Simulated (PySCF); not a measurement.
## Stretching MgH

Set-up: Mg pcseg-2, H pcseg-2; no relativity (PySCF 2.14). Energies in eV from Mg + H in their ground configurations at the same level. State: ²Σ⁺ (doublet), unpaired electrons σ ↑.

All columns are r²SCAN. A positive dipole means Mg(−)H(+).

```tsv
R (Å)	E (eV)	μ (D)	Mulliken charge on Mg (basis-dependent)	HOMO (eV)	LUMO (eV)	Mayer bond order	⟨S²⟩
1.501	-1.304	-0.74	0.36	-4.10	-2.09	0.81	0.75
1.571	-1.475	-0.91	0.35	-4.16	-2.18	0.82	0.75
1.640	-1.574	-1.09	0.34	-4.23	-2.26	0.82	0.75
1.693	-1.612	-1.22	0.34	-4.27	-2.33	0.82	0.76
1.745	-1.624	-1.35	0.33	-4.32	-2.39	0.81	0.76
1.797	-1.615	-1.47	0.33	-4.37	-2.45	0.81	0.76
1.867	-1.576	-1.64	0.32	-4.44	-2.53	0.80	0.76
1.954	-1.498	-1.84	0.32	-4.52	-2.63	0.79	0.76
2.059	-1.374	-2.05	0.31	-4.62	-2.73	0.76	0.77
2.199	-1.184	-2.27	0.29	-4.76	-2.86	0.72	0.78
```

A fit through these points gives, at Re = 1.747 Å, μ = -1.35 D and dμ/dR = -2.46 D/Å; the reduced mass is 0.9672 u.

Task: How strong is the fundamental in the double-harmonic approximation, I = 42.26·(dμ/dR)²/μred km/mol?

Result: I = 42.26·(-2.46)²/0.9672 = 264 km/mol at r²SCAN.

The state was picked by a PBE0 search and need not be the measured ground state.
